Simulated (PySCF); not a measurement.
C2H4, SMILES C=C.

The structure is a stationary point at r2SCAN-D4/def2-TZVP.

Level of theory: PySCF with HF/def2-TZVPD.

Symmetry labels are those of the subgroup D2h that the program uses (full group D2h).

Q: List the valence orbital energies around the gap with their symmetry. (An estimate is asked for; the answer gives what the named calculation found.)

A: 
| orbital | symmetry | energy (eV) |
|---|---|---|
| HOMO−7 | Ag | -305.58 |
| HOMO−6 | B1u | -305.53 |
| HOMO−5 | Ag | -28.18 |
| HOMO−4 | B1u | -21.54 |
| HOMO−3 | B2u | -17.50 |
| HOMO−2 | Ag | -16.05 |
| HOMO−1 | B3g | -13.76 |
| HOMO | B3u | -10.31 |
| LUMO | Ag | 2.23 |
| LUMO+1 | B1u | 2.48 |
| LUMO+2 | B2g | 3.58 |
| LUMO+3 | B2u | 3.80 |
